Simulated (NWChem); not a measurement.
Total energies of difluoromethane (CH2F2)

SMILES: C(F)F
```xyz
5

F      1.0958     0.0000    -0.2872
C      0.0000     0.0000     0.4910
F     -1.0958     0.0000    -0.2872
H      0.0000     0.9137     1.1116
H      0.0000    -0.9137     1.1116
```
Charge 0, spin multiplicity 1.

Program: NWChem. Structure: optimised with PBE0/def2-SVP, a minimum by its harmonic frequencies.

Basis set: 6-31G* (46 functions).

```
method     total energy (Ha)
---------  -----------------
RHF               -237.89271
MP2               -238.35692
B2PLYP            -238.76855
PBE               -238.72599
B3LYP             -238.96989
BHandHLYP         -238.87463
CCSD(T)           -238.38135
```

Total energies of different functionals aren't comparable as a measure of quality: only differences taken within one method are. 

The correlated methods keep 3 core orbitals frozen. B3LYP has NWChem's definition, with VWN1-RPA local correlation. The Pople sets run with spherical d functions. Coupled-cluster values serve here as a point of comparison, not as the truth.
